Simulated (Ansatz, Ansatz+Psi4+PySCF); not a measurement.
```xyz
2

S     0.0000    0.0000   -0.5407
O     0.0000    0.0000    1.0814
```

Basis set: cc-pVTZ (spherical functions). Frozen core: 6 orbitals. Charge 0, multiplicity 3.

Computed with Ansatz (development build ahead of 0.2.0); each method stands on the lowest determinant of its kind that the runs found.

The atomization energy at this shape (free ground-state atoms in the same class of orbitals less the molecule, no zero-point energy) of triplet SO:

```json
{"method": "UHF-MP2", "atomization energy": "4.46 eV"}
```

Problem. What does UHF give?

Solution. 1.59 eV. Caution: the shape is not the minimum.
